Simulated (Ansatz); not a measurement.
B2H4S, SMILES BSB, a composite energy at a relaxed geometry

With Ansatz 0.2.0, Python API.

At the Python prompt:
```pycon
>>> import itertools
>>> import ansatz as az
>>> from ase.data import atomic_numbers, covalent_radii
>>> import numpy as np
>>> BASIS = "def2-SVP"
>>> FUNCTIONAL = "r2SCAN"
>>> geometry_ang = [
...     ("B", (-1.2223, -0.1735, -0.4721)),
...     ("S", (-0.4039, -0.7185, 1.0769)),
...     ("B", (1.1956, 0.0687, 0.5379)),
...     ("H", (-1.2077, -0.802, -1.4503)),
...     ("H", (-1.8079, 0.9151, -0.5177)),
...     ("H", (1.4762, 1.1954, 0.8605)),
...     ("H", (2.0313, -0.5532, -0.0809)),
... ]
>>> system = az.Crystal.molecule()
>>> for symbol, xyz in geometry_ang:
...     system = system.atom(symbol, xyz)
...
>>> calculation = (
...     system.calculation()
...     .basis(gaussian=BASIS)
...     .functional(FUNCTIONAL)
... )
>>> symbols = [site.symbol for site in system.cartesian_sites]
>>> start = np.array([site.position_ang for site in system.cartesian_sites], dtype=float)
>>> r = calculation.relax(force_tolerance=0.01).run().report
>>> end = np.array(r["positions_ang"])
>>> # pairs closer than 1.2 times the sum of covalent radii, before or after
>>> radius = [covalent_radii[atomic_numbers[s]] for s in symbols]
>>> span = lambda where, i, j: np.linalg.norm(where[i] - where[j])
>>> bonded = [(i, j) for i, j in itertools.combinations(range(len(symbols)), 2) if min(span(start, i, j), span(end, i, j)) < 1.2 * (radius[i] + radius[j])]
>>> print("pair        before    after (A)")
pair        before    after (A)
>>> for i, j in bonded:
...     print(f"{symbols[i]}{i}-{symbols[j]}{j}".ljust(10), f"{span(start, i, j):8.4f} {span(end, i, j):8.4f}")
...
B0-S1        1.8347   1.8073
B0-H3        1.1628   1.2025
B0-H4        1.2370   1.2035
S1-B2        1.8624   1.8073
B2-H5        1.2051   1.2035
B2-H6        1.2116   1.2025
>>> for first, second in list(itertools.combinations(bonded, 2)):
...     shared = set(first) & set(second)
...     if shared and symbols[(j := shared.pop())] != "H":
...         i, k = sorted((set(first) | set(second)) - {j})
...         u, v = end[i] - end[j], end[k] - end[j]
...         angle = np.degrees(np.arccos(np.clip(u @ v / np.linalg.norm(u) / np.linalg.norm(v), -1, 1)))
...         print(f"final angle {symbols[i]}{i}-{symbols[j]}{j}-{symbols[k]}{k}: {angle:.2f} deg")
...
final angle S1-B0-H3: 120.38 deg
final angle S1-B0-H4: 116.63 deg
final angle B0-S1-B2: 103.92 deg
final angle H3-B0-H4: 122.99 deg
final angle S1-B2-H5: 116.63 deg
final angle S1-B2-H6: 120.38 deg
final angle H5-B2-H6: 122.99 deg
>>> minimum = az.Crystal.molecule()
>>> for symbol, place in zip(symbols, end):
...     minimum = minimum.atom(symbol, place.tolist())
...
>>> at_minimum = minimum.calculation()
>>> # MP2 extrapolated to the basis limit, plus the small-basis difference CCSD(T) - MP2
>>> level = lambda method, basis: at_minimum.basis(gaussian=basis).correlation(method).run().report
>>> small, large, cluster = level("mp2", "cc-pVDZ"), level("mp2", "cc-pVTZ"), level("ccsd_t", "cc-pVDZ")
>>> corr = lambda each: (each["free_energy_ev"] - each["reference_energy_ev"]) / 27.211386246
>>> mp2_limit = (27 * corr(large) - 8 * corr(small)) / 19
>>> pieces = {"HF / cc-pVTZ": large["reference_energy_ev"] / 27.211386246, "MP2 correlation, DZ-TZ limit": mp2_limit, "CCSD(T) - MP2 / cc-pVDZ": corr(cluster) - corr(small)}
>>> for name, value in pieces.items():
...     print(f"{name:32s} {value:14.6f} Ha")
...
HF / cc-pVTZ                        -449.278656 Ha
MP2 correlation, DZ-TZ limit          -0.412313 Ha
CCSD(T) - MP2 / cc-pVDZ               -0.055278 Ha
>>> print(f"{'sum':32s} {sum(pieces.values()):14.6f} Ha")
sum                                 -449.746246 Ha
>>> print("T1 diagnostic", round(cluster["correlation"]["coupled_cluster"]["t1_diagnostic"], 4))
T1 diagnostic 0.0148
```

Total energies depend on the basis set; only differences at equal settings carry meaning. The sum leaves out core correlation, relativity, the Hartree-Fock basis error and zero-point energy; a DZ-TZ extrapolation is rough. Inner cores stay frozen, so this is valence correlation. For Al to Cl the sets with a tight d function, cc-pV(X+d)Z, are usual. An extrapolation from small basis sets is rough. Run time: 43 s on 1 thread of Arm Neoverse V1, on a shared host, peak memory 0.29 GiB.
